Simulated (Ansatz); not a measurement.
## H2S, singlet along the angle H2-S1-H3

Starting geometry (PBE0/def2-TZVP stationary point for this spin, not checked as a minimum):

| atom | x (Å) | y (Å) | z (Å) |
| --- | --- | --- | --- |
| S | 0.0000 | -0.0550 | 0.0000 |
| H | 0.0000 | 0.8742 | -0.9672 |
| H | 0.0000 | 0.8742 | 0.9672 |

From there the angle named below is changed in its plane at fixed bond lengths, both arms turning rigidly about the middle atom; atoms are numbered as listed. Energies are in kcal/mol, counted from the starting geometry at the same level. Kohn–Sham curves are unrestricted where that lies lower.

Basis cc-pVDZ; Ansatz 0.2.0. Correlated methods freeze the noble-gas cores. R marks a restricted (for open shells ROHF) determinant. Active spaces: valence = (8e, 6o) chosen from the atoms' valence shells.

Runs in a small pair space aren't shown, since their orbitals change along the scan.

Full CI is exact within this basis and frozen core; it isn't the basis-set limit.

| angle H2-S1-H3 (°) | full CI | curve A | curve B | curve C | curve D |
| --- | --- | --- | --- | --- | --- |
| 70.7 | 8.2 | 10.7 | 6.9 | 8.2 | 7.7 |
| 91.5 | 0.0 | 0.1 | 0.0 | 0.0 | 0.0 |
| 92.3 | 0.0 | 0.0 | 0.0 | 0.0 | 0.0 |
| 107.8 | 3.9 | 3.5 | 3.9 | 3.8 | 3.8 |
| 125.3 | 17.0 | 17.4 | 16.0 | 16.7 | 16.9 |
| 141.0 | 34.8 | 37.1 | 32.0 | 34.2 | 34.9 |
| 158.7 | 57.3 | 62.7 | 51.2 | 56.1 | 57.8 |
| 180.0 | 72.2 | 80.5 | 62.9 | 70.1 | 72.4 |

**Question.** The curves come from B3LYP, NEVPT2 (valence space), RHF, SPW92. Compare each with full CI and say which is which.

**Answer.** A: RHF, B: SPW92, C: B3LYP, D: NEVPT2 (valence space). Spread of the error against full CI, over the points where both stand: A 8.7, B 9.3, C 2.1, D 0.9 kcal/mol. 

In so small a basis the reference is far from its limit while semilocal and hybrid functionals are nearer theirs, so the functionals' errors here hold much of the reference's basis and frozen-core error, which can add to them or hide them.
